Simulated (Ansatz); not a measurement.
The input, for Ansatz 0.2.0:

```yaml
crystal:
  periodic: [false, false, false]
  atoms:
    - {symbol: B, position_ang: [0.000000, 0.000000, 1.817000]}
    - {symbol: Al, position_ang: [0.000000, 0.000000, -0.120000]}
    - {symbol: H, position_ang: [0.000000, 0.000000, -1.697000]}
basis:
  gaussian: {orbitals: 6-31G}
magnetization: {spin_polarized: true, initial_magnetization: 3}
correlation: {method: ccsdt_q, electrons: valence}
scf: {omitted_lower_state_checks: [cluster_reference]}
```

```sh
$ ansatz run in.yaml --threads 1 --pin off --events-out ev --progress --plain --max-ram 2393MiB
```

Output:

```
these checks for a lower state are left out or cut short: cluster_reference
498 factors; integrals over basis functions are off by at most 8.3e-8 eV
mean field evaluation 1: about -7263.8815 eV, gradient 6.2e0 eV
mean field evaluation 2: about -7263.8891 eV, gradient 6.2e0 eV
mean field evaluation 4: about -7265.0698 eV, gradient 1.6e0 eV
mean field evaluation 8: about -7265.1780 eV, gradient 9.8e-2 eV
mean field evaluation 16: about -7265.1779 eV, gradient 1.0e-1 eV
mean field -7265.17840101 eV, -266.9903817223 hartree, gradient 2.7e-6 eV, S^2 3.754661; 2 other end points of the search recorded, 0 dependent functions left out
6 core orbitals not correlated: weight in the atoms' cores, before any rotation towards them, 1.000 or more for the frozen orbitals, at most 0.000 for the correlated occupied ones
reference -7265.17840101 eV, -266.9903817223 hartree; 5, 2 occupied and 13, 16 virtual orbitals, 498 factors
second order -1.56140562 eV of doubles, -0.00000000 eV of singles
cycle   1  -1.91788705 eV  change   -3.6e-1 eV  update   7.0e-2
cycle   2  -2.18382503 eV  change   -2.7e-1 eV  update   3.7e-2
cycle   3  -2.22471901 eV  change   -4.1e-2 eV  update   1.5e-2
cycle   4  -2.23607945 eV  change   -1.1e-2 eV  update   7.6e-3
cycle   5  -2.23918861 eV  change   -3.1e-3 eV  update   2.9e-3
cycle   6  -2.23863323 eV  change    5.6e-4 eV  update   1.3e-3
cycle   7  -2.23853960 eV  change    9.4e-5 eV  update   6.2e-4
cycle   8  -2.23888087 eV  change   -3.4e-4 eV  update   2.8e-4
cycle   9  -2.23887390 eV  change    7.0e-6 eV  update   1.6e-4
cycle  10  -2.23882037 eV  change    5.4e-5 eV  update   7.0e-5
cycle  11  -2.23883090 eV  change   -1.1e-5 eV  update   3.4e-5
cycle  12  -2.23884585 eV  change   -1.5e-5 eV  update   1.3e-5
cycle  13  -2.23885423 eV  change   -8.4e-6 eV  update   5.3e-6
cycle  14  -2.23885283 eV  change    1.4e-6 eV  update   2.7e-6
cycle  15  -2.23885031 eV  change    2.5e-6 eV  update   1.2e-6
cycle  16  -2.23884993 eV  change    3.8e-7 eV  update   5.4e-7
perturbative correction -0.00595576 eV, -0.0002188701 hartree
Total energy: -7267.42320670 eV, -267.0728768097 hartree
Checks for a lower state left out: cluster_reference
```

Ran on 1 thread of Arm Neoverse V1, shared host: 1.8 s wall, 0.15 GiB peak host memory.
